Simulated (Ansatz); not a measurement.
fcc Ca, treated with r²SCAN+rVV10 in Ansatz (plane waves, PAW).

Numerical settings: plane-wave cutoff 560 eV, 18×18×18 k mesh, Fermi–Dirac smearing 0.05 eV, scalar-relativistic PAW data made under PBE.

A third-order Birch–Murnaghan fit to the energies gives V0 = 42.667 Å³/atom, B0 = 18.2 GPa, B′ = 3.2.

| V (Å³/atom) | P (GPa) |
|---|---|
| 40.097 | 1.252 |
| 40.950 | 0.801 |
| 41.803 | [?] |
| 42.656 | 0.005 |
| 43.509 | -0.346 |
| 44.362 | [?] |
| 45.215 | -0.963 |

### Question
Estimate the withheld pressures from this fit; the answers are the runs' own values.

### Answer

- 41.803, P (GPa): 0.386
- 44.362, P (GPa): -0.667

The formula P = (3/2) B0 (x^(7/3) − x^(5/3)) [1 + (3/4)(B′ − 4)(x^(2/3) − 1)] with x = V0/V meets the computed pressures within 0.01 GPa when these rounded values are put in.

Measured, for comparison: bulk modulus 18.6 GPa (corrected for temperature and zero-point phonon effects, our sources range from 15.9 to 18.7; as tabulated in Levämäki et al. (2014), arXiv:1402.3671); equilibrium volume per atom 42.81 Å³/atom (low-temperature or extrapolated to 0 K; zero-point anharmonic expansion removed; as tabulated in Csonka et al. (2009), arXiv:0903.4037). Computed (rounded) less measured: bulk modulus not scored (sources differ), equilibrium volume per atom -0.3 %.

Static lattice: no zero-point or thermal effects.

Ansatz is an electronic-structure program.
